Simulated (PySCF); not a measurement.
PySCF input (PBE0/STO-3G):

```python
import numpy as np, basis_set_exchange as bse
from pyscf import gto, scf, dft, df, tdscf

basis = {'H': gto.basis.parse(bse.get_basis('STO-3G', elements=['H'], fmt='nwchem')), 'Si': gto.basis.parse(bse.get_basis('STO-3G', elements=['Si'], fmt='nwchem'))}
mol = gto.M(
    atom='''
    Si   -0.00000000   -0.00000000    0.00000000
    H     0.87559489    0.85467525    0.83309847
    H    -0.82219976   -0.86546541    0.87529791
    H    -0.88619780    0.85452031   -0.82197187
    H     0.83280267   -0.84373015   -0.88642451
    ''',
    basis=basis,
    charge=0,
    verbose=4,
    max_memory=7359,
)
mf = dft.RKS(mol, xc='pbe0')
mf.grids.level = 3
mf.conv_tol = 1e-9
mf.max_cycle = 100
print('smallest overlap eigenvalue', np.linalg.eigvalsh(mol.intor('int1e_ovlp'))[0])
mf.kernel()
dip = mf.dip_moment()
td = tdscf.TDA(mf)
td.nstates = 4
td.kernel()
td.analyze()
osc = td.oscillator_strength()
```

Output:

```
PySCF version 2.14.0

[INPUT] verbose = 4
[INPUT] num. atoms = 5
[INPUT] num. electrons = 18
[INPUT] charge = 0
[INPUT] spin (= nelec alpha-beta = 2S) = 0
[INPUT] symmetry False subgroup None
[INPUT] Mole.unit = angstrom
[INPUT] Symbol           X                Y                Z      unit          X                Y                Z       unit  Magmom
[INPUT]  1 Si     0.000000000000   0.000000000000   0.000000000000 AA    0.000000000000   0.000000000000   0.000000000000 Bohr   0.0
[INPUT]  2 H      0.875594890000   0.854675250000   0.833098470000 AA    1.654634538169   1.615102147944   1.574327943094 Bohr   0.0
[INPUT]  3 H     -0.822199760000  -0.865465410000   0.875297910000 AA   -1.553732366083  -1.635492595184   1.654073327304 Bohr   0.0
[INPUT]  4 H     -0.886197800000   0.854520310000  -0.821971870000 AA   -1.674671134192   1.614809353778  -1.553301716397 Bohr   0.0
[INPUT]  5 H      0.832802670000  -0.843730150000  -0.886424510000 AA    1.573768962107  -1.594418906538  -1.675099554002 Bohr   0.0

nuclear repulsion = 21.3328090196378
number of shells = 9
number of NR pGTOs = 39
number of NR cGTOs = 13
basis = {'H': [[0, [3.425250914, 0.1543289673], [0.6239137298, 0.5353281423], [0.168855404, 0.4446345422]]], 'Si': [[0, [407.7975514, 0.1543289673], [74.28083305, 0.5353281423], [20.10329229, 0.4446345422]], [0, [23.19365606, -0.09996722919], [5.389706871, 0.3995128261], [1.752899952, 0.7001154689]], [0, [1.478740622, -0.219620369], [0.4125648801, 0.2255954336], [0.1614750979, 0.900398426]], [1, [23.19365606, 0.155916275], [5.389706871, 0.6076837186], [1.752899952, 0.3919573931]], [1, [1.478740622, 0.01058760429], [0.4125648801, 0.5951670053], [0.1614750979, 0.462001012]]]}
ecp = {}
smallest overlap eigenvalue 0.29135267088698896

******** <class 'pyscf.dft.rks.RKS'> ********
method = RKS
initial guess = minao
damping factor = 0
level_shift factor = 0
DIIS = <class 'pyscf.scf.diis.CDIIS'>
diis_start_cycle = 1
diis_space = 8
diis_damp = 0
SCF conv_tol = 1e-09
SCF conv_tol_grad = None
SCF max_cycles = 100
direct_scf = True
direct_scf_tol = 1e-13
XC library pyscf.dft.libxc version 7.1.2
    S. Lehtola, C. Steigemann, M. J. T. Oliveira, and M. A. L. Marques,  SoftwareX 7, 1–5 (2018)
XC functionals = pbe0
    C. Adamo and V. Barone,  J. Chem. Phys. 110, 6158 (1999)
    M. Ernzerhof and G. E. Scuseria,  J. Chem. Phys. 110, 5029 (1999)
radial grids:
    Treutler-Ahlrichs [JCP 102, 346 (1995); DOI:10.1063/1.469408] (M4) radial grids

becke partition: Becke, JCP 88, 2547 (1988); DOI:10.1063/1.454033
pruning grids: <function nwchem_prune>
grids dens level: 3
symmetrized grids: False
atomic radii adjust function: <function treutler_atomic_radii_adjust>
small_rho_cutoff = 0
Set gradient conv threshold to 3.16228e-05
Initial guess from minao.
tot grids = 58416
init E= -287.931916905941
  HOMO = -0.342316084402667  LUMO = 0.236048333001232  gap/eV = 15.73810
cycle= 1 E= -288.387852902178  delta_E= -0.456  |g|= 0.0885  |ddm|= 2.03
  HOMO = -0.303863622676237  LUMO = 0.320204698176463  gap/eV = 16.98176
cycle= 2 E= -288.390064539497  delta_E= -0.00221  |g|= 0.0519  |ddm|= 0.239
  HOMO = -0.298050342628505  LUMO = 0.325649192420239  gap/eV = 16.97173
cycle= 3 E= -288.391109421298  delta_E= -0.00104  |g|= 0.00091  |ddm|= 0.0879
  HOMO = -0.298231819608852  LUMO = 0.325674810462965  gap/eV = 16.97736
cycle= 4 E= -288.391109964191  delta_E= -5.43e-07  |g|= 4.3e-05  |ddm|= 0.00252
  HOMO = -0.298223260963916  LUMO = 0.325681031366301  gap/eV = 16.97730
cycle= 5 E= -288.391109965012  delta_E= -8.2e-10  |g|= 4.46e-07  |ddm|= 7.84e-05
  HOMO = -0.298223130925961  LUMO = 0.325681059718968  gap/eV = 16.97730
Extra cycle  E= -288.391109965012  delta_E= -2.27e-13  |g|= 2.72e-07  |ddm|= 1.26e-06
converged SCF energy = -288.391109965012
Dipole moment(X, Y, Z, Debye):  0.00000,  0.00000,  0.00000

******** <class 'pyscf.tdscf.rks.TDA'> for <class 'pyscf.dft.rks.RKS'> ********
nstates = 4 singlet
deg_eia_thresh = 1.000e-03
wfnsym = None
conv_tol = 1e-05
eigh lindep = 1e-12
eigh level_shift = 0
eigh max_cycle = 100
chkfile = tmpto57rme4

Excitation energies (eV)
[15.74295911 15.74295916 15.74295922 15.7872434 ]

** Singlet excitation energies and oscillator strengths **
Excited State   1:     15.74296 eV     78.76 nm  f=0.0000
       7 -> 12        0.14895
       8 -> 11        0.43799
       8 -> 12        0.10615
       8 -> 13        0.21476
       9 -> 11        0.15130
       9 -> 12       -0.44647
Excited State   2:     15.74296 eV     78.76 nm  f=0.0000
       7 -> 11        0.37673
       7 -> 13        0.32860
       9 -> 11        0.31383
       9 -> 12        0.13300
       9 -> 13       -0.35657
Excited State   3:     15.74296 eV     78.76 nm  f=0.0000
       7 -> 12        0.45852
       7 -> 13        0.10003
       8 -> 11        0.18844
       8 -> 12        0.10267
       8 -> 13       -0.44501
       9 -> 12        0.16782
Excited State   4:     15.78724 eV     78.53 nm  f=0.0001
       7 -> 10        0.10158
       7 -> 11       -0.12323
       8 -> 10        0.30298
       8 -> 11       -0.13746
       9 -> 10        0.51795
       9 -> 12       -0.17227
       9 -> 13       -0.18907

** Transition electric dipole moments (AU) **
state          X           Y           Z        Dip. S.      Osc.
  1        -0.0000     -0.0000      0.0000      0.0000      0.0000
  2        -0.0000     -0.0000     -0.0000      0.0000      0.0000
  3         0.0000      0.0000      0.0000      0.0000      0.0000
  4         0.0110      0.0105      0.0081      0.0003      0.0001

** Transition velocity dipole moments (imaginary part, AU) **
state          X           Y           Z        Dip. S.      Osc.
  1         0.0000      0.0000     -0.0000      0.0000      0.0000
  2        -0.0000      0.0000     -0.0000      0.0000      0.0000
  3         0.0000      0.0000     -0.0000      0.0000      0.0000
  4        -0.0601     -0.0574     -0.0442      0.0089      0.0102

** Transition magnetic dipole moments (imaginary part, AU) **
state          X           Y           Z
  1        -0.1139      1.0985     -0.3177
  2        -1.1402     -0.0848      0.1158
  3         0.0872      0.3267      1.0983
  4        -0.0000      0.0000     -0.0000
```
